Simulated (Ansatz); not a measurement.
# Nudged elastic band run: AlClH₄

input.yaml

```yaml
crystal:
  periodic: [false, false, false]
  atoms:
    - { symbol: Al, position_ang: [0.001092, 0.164535, 0.013581] }
    - { symbol: H, position_ang: [-0.003954, 0.690235, 1.507277] }
    - { symbol: H, position_ang: [1.363807, 0.119416, -0.779338] }
    - { symbol: H, position_ang: [-1.367249, 0.042075, -0.761276] }
    - { symbol: Cl, position_ang: [0.079449, -2.382923, 0.944286] }
    - { symbol: H, position_ang: [0.075955, -2.014137, 2.173469] }
basis:
  gaussian: { orbitals: def2-SVP }
hamiltonian:
  xc: { name: BHLYP }
  dispersion: d4
neb:
  order_check: false
  images: 7
  f_tol: 0.03
  max_iterations: 60
  spring: 20.0
  final_atoms:
    - { symbol: Al, position_ang: [0.0214286, -0.60933575, -0.21999847] }
    - { symbol: H, position_ang: [0.010791, 0.24201591, 1.94771781] }
    - { symbol: H, position_ang: [1.38257709, 0.12410915, -0.45738945] }
    - { symbol: H, position_ang: [-1.38187315, 0.04606851, -0.43948452] }
    - { symbol: Cl, position_ang: [0.08264029, -2.68320026, 0.17743645] }
    - { symbol: H, position_ang: [0.03353616, -0.50045656, 2.08971717] }
  initial_path:
    images:
      - { positions_ang: [[0.001092, 0.164535, 0.013581], [-0.003954, 0.690235, 1.507277], [1.363807, 0.119416, -0.779338], [-1.367249, 0.042075, -0.761276], [0.079449, -2.382923, 0.944286], [0.075955, -2.014137, 2.173469]] }
      - { positions_ang: [[0.00013024, 0.12566579, 0.01273698], [-0.00250814, 0.51141626, 1.61043151], [1.35944624, 0.09623073, -0.77771497], [-1.36434137, 0.03637904, -0.76257979], [0.08743977, -2.38796829, 0.89941209], [0.06893326, -1.76252253, 2.11571317]] }
      - { positions_ang: [[-0.00083153, 0.08679658, 0.01189296], [-0.00106227, 0.33259751, 1.71358602], [1.35508548, 0.07304546, -0.77609193], [-1.36143374, 0.03068309, -0.76388359], [0.09543053, -2.39301359, 0.85453819], [0.06191152, -1.51090806, 2.05795735]] }
      - { positions_ang: [[-0.00179329, 0.04792737, 0.01104895], [0.00038359, 0.15377877, 1.81674053], [1.35072472, 0.04986019, -0.7744689], [-1.35852611, 0.02498713, -0.76518738], [0.1034213, -2.39805888, 0.80966428], [0.05488978, -1.25929359, 2.00020152]] }
      - { positions_ang: [[-0.00275505, 0.00905816, 0.01020493], [0.00182946, -0.02503997, 1.91989503], [1.34636396, 0.02667493, -0.77284586], [-1.35561848, 0.01929118, -0.76649117], [0.11141207, -2.40310417, 0.76479038], [0.04786805, -1.00767912, 1.9424457]] }
      - { positions_ang: [[0.00329086, -0.14554032, -0.04734592], [0.00406984, 0.041724, 1.92685073], [1.35541724, 0.05103348, -0.69398176], [-1.36218215, 0.02598551, -0.68473951], [0.10421913, -2.47312819, 0.6179519], [0.04428507, -0.88087348, 1.97926357]] }
      - { positions_ang: [[0.00933678, -0.30013879, -0.10489677], [0.00631023, 0.10848797, 1.93380642], [1.36447052, 0.07539204, -0.61511766], [-1.36874581, 0.03267984, -0.60298785], [0.09702618, -2.54315222, 0.47111342], [0.0407021, -0.75406784, 2.01608143]] }
      - { positions_ang: [[0.01538269, -0.45473727, -0.16244762], [0.00855062, 0.17525194, 1.94076212], [1.37352381, 0.09975059, -0.53625356], [-1.37530948, 0.03937418, -0.52123618], [0.08983324, -2.61317624, 0.32427494], [0.03711913, -0.6272622, 2.0528993]] }
      - { positions_ang: [[0.0214286, -0.60933575, -0.21999847], [0.010791, 0.24201591, 1.94771781], [1.38257709, 0.12410915, -0.45738945], [-1.38187315, 0.04606851, -0.43948452], [0.08264029, -2.68320026, 0.17743645], [0.03353616, -0.50045656, 2.08971717]] }
```

Command:

```bash
$ ansatz run input.yaml --threads 1 --pin off --max-ram 2048MiB --backend cpu --events-out ev --progress --plain --runs-dir out
```

Output, in part (warnings, iteration lines, the closing report on the highest movable image, with atoms numbered from 0):

```
NEB end point (image 0): max|allowed force component| = 4.237e-4 eV/Å (the criterion of neb.relax_end_points is 1.000e-2)
NEB end point (image 8): max|allowed force component| = 7.931e-3 eV/Å (the criterion of neb.relax_end_points is 1.000e-2)
NEB iter   1: max|band force component| = 3.298e0 eV/Å  barrier→ = 1.0857 eV  barrier← = 2.3589 eV  Δτ_max = 0.2000 Å  (180 SCF iters)
NEB iter   2: max|band force component| = 1.655e0 eV/Å  barrier→ = 0.3389 eV  barrier← = 1.6120 eV  Δτ_max = 0.2000 Å  (168 SCF iters)
NEB iter   3: max|band force component| = 7.838e0 eV/Å  barrier→ = 1.0365 eV  barrier← = 2.3097 eV  Δτ_max = 0.0923 Å  (170 SCF iters)
NEB iter   4: max|band force component| = 3.158e0 eV/Å  barrier→ = 0.3821 eV  barrier← = 1.6553 eV  Δτ_max = 0.0672 Å  (162 SCF iters)
NEB iter   5: max|band force component| = 1.126e0 eV/Å  barrier→ = 0.2058 eV  barrier← = 1.4790 eV  Δτ_max = 0.0725 Å  (151 SCF iters)
NEB iter   6: max|band force component| = 4.910e-1 eV/Å  barrier→ = 0.2008 eV  barrier← = 1.4740 eV  CI = image 4  Δτ_max = 0.0772 Å  (150 SCF iters)
NEB iter   7: max|band force component| = 1.743e-1 eV/Å  barrier→ = 0.2296 eV  barrier← = 1.5027 eV  CI = image 4  Δτ_max = 0.0338 Å  (159 SCF iters)
NEB iter   8: max|band force component| = 1.083e-1 eV/Å  barrier→ = 0.2306 eV  barrier← = 1.5038 eV  CI = image 4  Δτ_max = 0.0141 Å  (149 SCF iters)
NEB iter   9: max|band force component| = 4.750e-2 eV/Å  barrier→ = 0.2286 eV  barrier← = 1.5017 eV  CI = image 4  Δτ_max = 0.0048 Å  (130 SCF iters)
NEB iter  10: max|band force component| = 9.964e-3 eV/Å  barrier→ = 0.2285 eV  barrier← = 1.5017 eV  CI = image 4  Δτ_max = 0.0000 Å  (268 SCF iters)
Total energy: -19177.98603532 eV, -704.7779874921 hartree
Atom 0 at     0.009574    -0.105777     0.032001 Å, force    -0.001269    -0.012315     0.000416 eV/Å
Atom 1 at     0.014931     0.087794     1.676541 Å, force    -0.000212     0.003609     0.002314 eV/Å
Atom 2 at     1.399919     0.149443    -0.640199 Å, force     0.005995     0.002107    -0.001452 eV/Å
Atom 3 at    -1.401194     0.073950    -0.622052 Å, force    -0.004758     0.001940    -0.001002 eV/Å
Atom 4 at     0.077265    -2.410202     0.972429 Å, force    -0.000049     0.001410    -0.007888 eV/Å
Atom 5 at     0.048606    -1.176007     1.679279 Å, force     0.000293     0.003248     0.007612 eV/Å
Dipole moment:    -0.000451     0.045715     0.106189 e Å
```

It converged. Another band between the same ends (7 images) ends at a top of the same energy, where a vibrational analysis finds 1 clearly imaginary mode. The orbitals stay closed-shell, which can raise the energy where a bond breaks towards radicals; this wasn't checked here.

Final band (atoms are numbered from 1 in the order of the input):

```json
{"image": "0", "path coordinate (Å)": "0.00", "energy (kJ/mol)": "0.0", "Al1–H2 (Å)": "1.58", "Cl5–H6 (Å)": "1.28", "H2–H6 (Å)": "2.79"}
{"image": "1", "path coordinate (Å)": "0.31", "energy (kJ/mol)": "2.0", "Al1–H2 (Å)": "1.59", "Cl5–H6 (Å)": "1.28", "H2–H6 (Å)": "2.37"}
{"image": "2", "path coordinate (Å)": "0.61", "energy (kJ/mol)": "7.0", "Al1–H2 (Å)": "1.59", "Cl5–H6 (Å)": "1.29", "H2–H6 (Å)": "1.99"}
{"image": "3", "path coordinate (Å)": "0.92", "energy (kJ/mol)": "14.1", "Al1–H2 (Å)": "1.61", "Cl5–H6 (Å)": "1.32", "H2–H6 (Å)": "1.62"}
{"image": "4", "path coordinate (Å)": "1.23", "energy (kJ/mol)": "22.1", "Al1–H2 (Å)": "1.66", "Cl5–H6 (Å)": "1.42", "H2–H6 (Å)": "1.26"}
{"image": "5", "path coordinate (Å)": "1.59", "energy (kJ/mol)": "-22.7", "Al1–H2 (Å)": "1.78", "Cl5–H6 (Å)": "1.75", "H2–H6 (Å)": "0.91"}
{"image": "6", "path coordinate (Å)": "1.95", "energy (kJ/mol)": "-90.8", "Al1–H2 (Å)": "1.98", "Cl5–H6 (Å)": "2.10", "H2–H6 (Å)": "0.78"}
{"image": "7", "path coordinate (Å)": "2.31", "energy (kJ/mol)": "-117.7", "Al1–H2 (Å)": "2.18", "Cl5–H6 (Å)": "2.49", "H2–H6 (Å)": "0.76"}
{"image": "8", "path coordinate (Å)": "2.67", "energy (kJ/mol)": "-122.8", "Al1–H2 (Å)": "2.33", "Cl5–H6 (Å)": "2.90", "H2–H6 (Å)": "0.76"}
```

Time of the run: 99 s on 1 thread of Arm Neoverse V1, with other jobs on the host, peak memory 0.1 GiB.
